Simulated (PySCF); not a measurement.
**[SiH3]-: relaxation and vibrations of the triplet**

The task is one start of a wider search on [SiH3]-: the triplet, from a trigonal planar start. It is relaxed, tested by its Hessian and followed downhill if it is a saddle.

Computed with PySCF 2.14.0. Level: PBE0, basis Si def2-TZVPD, H def2-TZVPD, no relativity, density fitting.

### Step 1. The system as given

4 atoms, charge -1, spin multiplicity 3.

Bond lengths: Si1–H2 1.480 Å, Si1–H3 1.480 Å, Si1–H4 1.480 Å. Angles: H2–Si1–H3 120.0°, H2–Si1–H4 120.0°, H3–Si1–H4 120.0°.

```xyz
4
charge -1 multiplicity 3
Si    0.0000    0.0000    0.0000
H     1.4800    0.0000    0.0000
H    -0.7400    1.2817    0.0000
H    -0.7400   -1.2817    0.0000
```

### Step 2. First SCF at the start

The steps below are one call of a driver around PySCF. For each, scf.py gives the equivalent set-up of the SCF; relaxations use the driver's own optimiser. After this first run the driver tries any further starts and a stability analysis.

Input file scf.py:

```python
from pyscf import gto, scf, dft
mol = gto.M(atom='''
Si     0.000000     0.000000     0.000000
H      1.480000     0.000000     0.000000
H     -0.740000     1.281700     0.000000
H     -0.740000    -1.281700     0.000000''',
    basis={'Si': 'def2-TZVPD', 'H': 'def2-TZVPD'},
    charge=-1, spin=2)
mf = dft.UKS(mol, xc='PBE0')
mf.grids.atom_grid = (50, 194)
aux = {'Si': 'def2-universal-JKFIT', 'H': 'def2-universal-JKFIT'}
mf = mf.density_fit(auxbasis=aux)
mf.conv_tol = 1e-08
mf.diis_space = 10
mf.max_cycle = 60
mf.init_guess = 'minao'
mf.verbose = 4
mf.kernel()
```

Launch:

```console
> OMP_NUM_THREADS=2 python axn.py task.json out
```

Standard output:

```text
init E= -290.890471201
[... the frontier-level lines of each cycle are left out ...]
cycle= 1 E= -291.024308668831  delta_E= -0.134  |g|= 0.123  |ddm|= 1.39
cycle= 2 E= -291.044955239805  delta_E= -0.0206  |g|= 0.0831  |ddm|= 3.61
cycle= 3 E= -291.051643804504  delta_E= -0.00669  |g|= 0.0199  |ddm|= 0.573
cycle= 4 E= -291.052323571542  delta_E= -0.00068  |g|= 0.00903  |ddm|= 0.491
cycle= 5 E= -291.052741944702  delta_E= -0.000418  |g|= 0.00415  |ddm|= 0.578
cycle= 6 E= -291.052903674486  delta_E= -0.000162  |g|= 0.00161  |ddm|= 0.572
cycle= 7 E= -291.052934559167  delta_E= -3.09e-05  |g|= 0.000461  |ddm|= 0.353
cycle= 8 E= -291.052936541708  delta_E= -1.98e-06  |g|= 6.32e-05  |ddm|= 0.104
cycle= 9 E= -291.05293660609  delta_E= -6.44e-08  |g|= 1.66e-05  |ddm|= 0.0172
cycle= 10 E= -291.052936609942  delta_E= -3.85e-09  |g|= 1.2e-06  |ddm|= 0.00485
Extra cycle  E= -291.052936609948  delta_E= -5.8e-12  |g|= 5.63e-07  |ddm|= 6.69e-05
converged SCF energy = -291.052936609948  <S^2> = 2.0066632  2S+1 = 3.0044388
```

This step, with its further starts and checks, took 5.3 s on 2 threads of Arm Neoverse V2, shared host.

Energies from each starting density:

```tsv
start	energy (Eh)
the minimal-basis guess	-291.052937
a thermally smeared density	-291.052937
a smeared PBE density	-291.052937
```

The test of internal stability and the other starts found no lower solution of this spin.

### Step 3. Relaxation: trigonal planar start, triplet

The program finds D3h symmetry in the start, which this walk keeps. The walk stops when the largest gradient is under 0.0003 Eh/bohr and the energy has settled too.

Changes to scf.py since step 2:

```diff
@@ -3,4 +3,4 @@
-Si     0.000000     0.000000     0.000000
-H      1.480000     0.000000     0.000000
-H     -0.740000     1.281700     0.000000
-H     -0.740000    -1.281700     0.000000''',
+Si     0.000000    -0.000000     0.000000
+H      1.479990     0.000000     0.000000
+H     -0.739995     1.281709     0.000000
+H     -0.739995    -1.281709     0.000000''',
@@ -16 +15,0 @@
-mf.init_guess = 'minao'
```

Steps of the walk:

```tsv
step	energy (Eh)	change (kJ/mol)	largest symmetric gradient (Eh/bohr)
0	-291.052937	0.00	0.01477
1	-291.055198	-5.94	0.01011
2	-291.057405	-11.73	0.00171
3	-291.057472	-11.91	0.00006
```

The walk took 3 s.

After 3 steps and 11.9 kJ/mol it ends at D3h: Si–H 1.592 Å (×3); H–Si–H 120.0° (×3).

### Step 4. Hessian and properties

The point is checked on the finer grid, and tightened if its gradient asks for it. The Hessian and the dipole derivatives come from central differences of analytic gradients, with steps of 0.02 bohr.

Changes to scf.py since step 3:

```diff
@@ -3,4 +3,4 @@
-Si     0.000000    -0.000000     0.000000
-H      1.479990     0.000000     0.000000
-H     -0.739995     1.281709     0.000000
-H     -0.739995    -1.281709     0.000000''',
+Si    -0.000000     0.000000     0.000000
+H      1.592470     0.000000     0.000000
+H     -0.796235     1.379120     0.000000
+H     -0.796235    -1.379120     0.000000''',
@@ -10 +10 @@
-mf.grids.atom_grid = (50, 194)
+mf.grids.atom_grid = (75, 302)
@@ -13 +13 @@
-mf.conv_tol = 1e-08
+mf.conv_tol = 1e-10
```

The driver hands on the density of the step before, so the log starts near convergence.

SCF at the final geometry:

```text
init E= -291.057457214085
[... the frontier-level lines of each cycle are left out ...]
cycle= 1 E= -291.057457214086  delta_E= -9.09e-13  |g|= 3.18e-07  |ddm|= 1.5e-05
Extra cycle  E= -291.057457214086  delta_E= -1.71e-13  |g|= 2.06e-07  |ddm|= 7.87e-06
converged SCF energy = -291.057457214086  <S^2> = 2.0063501  2S+1 = 3.0042304
```

The whole step took 13 s.

Geometry: D3h; Si–H 1.592 Å (×3); H–Si–H 120.0° (×3).

Modes, for the most abundant isotopes:

```json
{"symmetry": "e'", "ω (cm⁻¹)": "632i", "IR (km/mol)": "42.9", "μ (u)": "1.03"}
{"symmetry": "a2''", "ω (cm⁻¹)": "463", "IR (km/mol)": "1.1", "μ (u)": "1.11"}
{"symmetry": "a1'", "ω (cm⁻¹)": "1300", "IR (km/mol)": "0.0", "μ (u)": "1.01"}
{"symmetry": "e'", "ω (cm⁻¹)": "1546", "IR (km/mol)": "1991", "μ (u)": "1.09"}
```

With 2 modes imaginary (up to 632i cm⁻¹) this point is a saddle.

Constants and moments:

| Item | Value |
| --- | --- |
| Dipole moment about the centre of mass | 0.00 D |
| Highest occupied level | 2.43 eV |
| Lowest empty level | 3.39 eV |
| Rotational constants | 4.397, 4.397, 2.199 cm⁻¹ |
| Zero-point energy (real modes) | 29.0 kJ/mol |
| Principal polarisabilities | 64.7, 173.1, 173.1 bohr³ |
| Principal traceless quadrupole moments about the centre of mass | -4.73, -4.73, 9.47 D Å |
| Spin squared ⟨S²⟩ | 2.006 |

Charges (e) and bond orders:

| atom | Mulliken | Löwdin | polar tensor | spin (Mulliken) | Mayer order to Si1 |
| --- | --- | --- | --- | --- | --- |
| Si1 | -1.11 | -0.04 | 0.15 | 1.69 | – |
| H2,3,4 | 0.04 | -0.32 | -0.38 | 0.10 | 1.20 |

Outer orbital energies (eV). α occupied: -94.19, -94.05, -94.05, -9.14, -4.48, -4.48, -0.30, 2.43; empty: 4.72, 5.19, 5.19, 6.21. β occupied: -1797.04, -139.26, -93.94, -93.94, -93.80, -8.16, -4.06, -4.06; empty: 3.39, 4.49, 5.66, 5.66.

Mulliken populations on Si1: s 6.02, p 8.70, d 0.38, f 0.01.

### Step 5. Downhill along the imaginary mode

The start is the last point, displaced along its most imaginary mode.

The program finds C2v symmetry in the start, which this walk keeps.

Changes to scf.py since step 4:

```diff
@@ -3,4 +3,4 @@
-Si    -0.000000     0.000000     0.000000
-H      1.592470     0.000000     0.000000
-H     -0.796235     1.379120     0.000000
-H     -0.796235    -1.379120     0.000000''',
+Si     0.002318     0.004015     0.000000
+H      1.616937    -0.116743     0.000000
+H     -0.909477     1.342001     0.000000
+H     -0.771811    -1.336707    -0.000000''',
@@ -10 +10 @@
-mf.grids.atom_grid = (75, 302)
+mf.grids.atom_grid = (50, 194)
@@ -13 +13 @@
-mf.conv_tol = 1e-10
+mf.conv_tol = 1e-08
```

The optimiser's trace:

```tsv
step	energy (Eh)	change (kJ/mol)	largest symmetric gradient (Eh/bohr)
0	-291.058444	0.00	0.00703
1	-291.060458	-5.29	0.00691
2	-291.064917	-16.99	0.00869
3	-291.069914	-30.11	0.00869
4	-291.071307	-33.77	0.00916
5	-291.072358	-36.53	0.00557
6	-291.072781	-37.64	0.00289
7	-291.072885	-37.91	0.00085
8	-291.072891	-37.93	0.00013
9	-291.072891	-37.93	0.00002
```

The walk took 7.6 s.

After 9 steps and 37.9 kJ/mol it ends at C2v: Si–H 1.524 Å, Si–H 1.636 Å (×2); H–Si–H 94.3° (×2), H–Si–H 171.5°.

### Step 6. Frequencies

As before: finer grid, then central differences.

Changes to scf.py since step 5:

```diff
@@ -3,4 +3,4 @@
-Si     0.002318     0.004015     0.000000
-H      1.616937    -0.116743     0.000000
-H     -0.909477     1.342001     0.000000
-H     -0.771811    -1.336707    -0.000000''',
+Si     0.020825     0.036066     0.000000
+H      1.494737    -0.674689     0.000000
+H     -1.331599     0.957229     0.000000
+H     -0.741223    -1.283732    -0.000000''',
@@ -10 +10 @@
-mf.grids.atom_grid = (50, 194)
+mf.grids.atom_grid = (75, 302)
@@ -13 +13 @@
-mf.conv_tol = 1e-08
+mf.conv_tol = 1e-10
```

Log of the central SCF (cycles and frontier levels):

```text
init E= -291.072880136865
[... the frontier-level lines of each cycle are left out ...]
cycle= 1 E= -291.072880136866  delta_E= -4.55e-13  |g|= 1.43e-07  |ddm|= 6.51e-07
Extra cycle  E= -291.072880136866  delta_E=    0  |g|= 1.03e-07  |ddm|= 3.64e-07
converged SCF energy = -291.072880136866  <S^2> = 2.0088296  2S+1 = 3.0058807
```

The whole step took 19 s on 2 threads of Arm Neoverse V2, shared host.

Geometry: C2v; Si–H 1.524 Å, Si–H 1.636 Å (×2); H–Si–H 94.3° (×2), H–Si–H 171.5°.

Modes, for the most abundant isotopes:

```json
{"symmetry": "b1", "ω (cm⁻¹)": "697", "IR (km/mol)": "32.4"}
{"symmetry": "a1", "ω (cm⁻¹)": "750", "IR (km/mol)": "43.6"}
{"symmetry": "b2", "ω (cm⁻¹)": "1006", "IR (km/mol)": "182"}
{"symmetry": "b2", "ω (cm⁻¹)": "1319", "IR (km/mol)": "1603"}
{"symmetry": "a1", "ω (cm⁻¹)": "1495", "IR (km/mol)": "8.8"}
{"symmetry": "a1", "ω (cm⁻¹)": "2000", "IR (km/mol)": "284"}
```

No imaginary mode, so this is a minimum.

Properties at this point:

- Dipole moment about the centre of mass: 0.07 D
- Highest occupied level: 1.39 eV
- Lowest empty level: 3.93 eV
- Rotational constants: 7.276, 3.141, 2.194 cm⁻¹
- Zero-point energy: 43.5 kJ/mol
- Principal polarisabilities: 68.7, 71.0, 100.1 bohr³
- Principal traceless quadrupole moments about the centre of mass: -7.33, 3.06, 4.27 D Å
- Entropy at 298.15 K and 1 bar (electronic part: spin only): 225.4 J/(mol K)
- Heat capacity Cp at 298.15 K: 42.3 J/(mol K)
- Enthalpy at 298.15 K above 0 K: 10.60 kJ/mol
- Rotational symmetry number: 2
- Spin squared ⟨S²⟩: 2.009

Populations by atom (charges in e):

```json
{"atom": "Si1", "Mulliken": "-0.97", "Löwdin": "-0.08", "polar tensor": "0.13", "spin (Mulliken)": "1.60", "Mayer order to Si1": "–"}
{"atom": "H2,3", "Mulliken": "-0.01", "Löwdin": "-0.32", "polar tensor": "-0.42", "spin (Mulliken)": "0.23", "Mayer order to Si1": "1.04"}
{"atom": "H4", "Mulliken": "0.00", "Löwdin": "-0.29", "polar tensor": "-0.29", "spin (Mulliken)": "-0.07", "Mayer order to Si1": "1.03"}
```

Outer orbital energies (eV). α occupied: -93.53, -93.38, -93.33, -8.45, -4.13, -2.90, 0.36, 1.39; empty: 4.55, 6.04, 6.40, 6.54. β occupied: -1796.44, -138.59, -93.26, -93.22, -93.18, -7.45, -3.23, -2.40; empty: 3.93, 4.48, 5.06, 6.67.

Mulliken populations on Si1: s 5.52, p 8.96, d 0.48, f 0.01.

### Step 7. The points found, side by side

| spin | group | bonds | imaginary modes (cm⁻¹) | ΔE (kJ/mol) | with zero-point energy |
| --- | --- | --- | --- | --- | --- |
| triplet | C2v | Si–H 1.524 Å, Si–H 1.636 Å (×2) | none | 0.0 | 0.0 |
| triplet | D3h | Si–H 1.592 Å (×3) | 632i, 632i | 40.5 | – |

### Step 8. What came out

| quantity | value |
| --- | --- |
| minimum | triplet, C2v |
| geometry | Si–H 1.524 Å, Si–H 1.636 Å (×2); H–Si–H 94.3° (×2), H–Si–H 171.5° |
| wavenumbers (cm⁻¹) | 697 (b1), 750 (a1), 1006 (b2), 1319 (b2), 1495 (a1), 2000 (a1) |
| dipole moment (centre of mass) | 0.07 D |
| highest occupied, lowest empty level (either spin) | 1.39, 3.93 eV |
| polar-tensor charge of Si1 | +0.13 e |
| zero-point energy | 43.5 kJ/mol |
| entropy at 298.15 K | 225.4 J/(mol K) |
| ⟨S²⟩ | 2.009 |

The trigonal planar start (D3h) ends in a minimum of C2v symmetry, after a stop at a second-order saddle point 40.5 kJ/mol higher, from which it was pushed off along an imaginary mode. The strongest infrared band lies at 1319 cm⁻¹ (b2, stretch). Most of the spin sits on Si1 (Mulliken spin 1.60, against 2 for the whole molecule). Only this shape and spin were tried, so other structures or states may lie lower. The highest occupied level lies above zero: either self-interaction error lifts it or the extra electron is not bound, and the basis holds it in place.

The search up to here took 48 s.
